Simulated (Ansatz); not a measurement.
What does this script print? It uses Ansatz 0.2.0, Python API.

`adiabatic_h2s2.py`:
```python
"""How H2S2 relaxes after losing an electron."""

import itertools
import logging
import sys

import ansatz as az
from ase import Atoms
from ase.data import atomic_numbers, covalent_radii
import numpy as np

logging.basicConfig(stream=sys.stdout, format="%(name)s: %(message)s")
log = logging.getLogger("ansatz_job")
log.setLevel(logging.INFO)

BASIS_SET = "6-31G*"
FUNCTIONAL = "pbe0"
NET_CHARGE = 1


def main() -> None:
    atoms = Atoms(["S", "S", "H", "H"], positions=[
        (0.8486, -0.8313, 0.1849),
        (0.0726, 1.1242, 0.0275),
        (-0.2432, -1.3571, 0.8312),
        (-0.6225, 1.0039, -1.0639),
    ])
    mol = az.Crystal.molecule_from_ase(atoms)

    calc = (
        mol.calculation()
        .basis(gaussian=BASIS_SET)
        .functional(FUNCTIONAL)
    )
    symbols = [site.symbol for site in mol.cartesian_sites]
    start = np.array([site.position_ang for site in mol.cartesian_sites], dtype=float)
    rep = calc.relax(force_tolerance=0.01).run().report
    end = np.array(rep["positions_ang"])

    minimum = az.Crystal.molecule()
    for symbol, place in zip(symbols, end):
        minimum = minimum.atom(symbol, place.tolist())
    ion = minimum.calculation()
    ion = ion.basis(gaussian=BASIS_SET)
    ion = ion.functional(FUNCTIONAL)
    ion = ion.charge(NET_CHARGE)
    ion = ion.spin("collinear", total=1)
    vertical = ion.run().report
    settled = ion.relax(force_tolerance=0.01, max_steps=80).run().report
    log.info(f"vertical ionisation energy   {vertical['free_energy_ev'] - rep['free_energy_ev']:.3f} eV")
    log.info(f"adiabatic, no zero point     {settled['free_energy_ev'] - rep['free_energy_ev']:.3f} eV")
    log.info(f"relaxation energy of the ion {vertical['free_energy_ev'] - settled['free_energy_ev']:.3f} eV")
    ionised = np.array(settled["positions_ang"])
    # pairs closer than 1.2 times the sum of covalent radii, before or after
    radius = [covalent_radii[atomic_numbers[s]] for s in symbols]
    span = lambda where, i, j: np.linalg.norm(where[i] - where[j])
    bonded = [(i, j) for i, j in itertools.combinations(range(len(symbols)), 2) if min(span(end, i, j), span(ionised, i, j)) < 1.2 * (radius[i] + radius[j])]
    log.info("pair        before    after (A)")
    for i, j in bonded:
        print(f"{symbols[i]}{i}-{symbols[j]}{j}".ljust(10), f"{span(end, i, j):8.4f} {span(ionised, i, j):8.4f}")


if __name__ == "__main__":
    main()
```

```console
$ python adiabatic_h2s2.py
ansatz_job: vertical ionisation energy   10.056 eV
ansatz_job: adiabatic, no zero point     9.145 eV
ansatz_job: relaxation energy of the ion 0.911 eV
ansatz_job: pair        before    after (A)
S0-S1        2.0690   2.0130
S0-H2        1.3503   1.3532
S1-H3        1.3503   1.3532
```

The energies are electronic: no zero-point or thermal terms, and the basis set is short of its limit. The product may relax into another structure. Each relaxation finds its nearest minimum, which needn't be the lowest. Timing: 21 s on 1 thread of Arm Neoverse V1, on a shared host, peak memory 0.18 GiB.
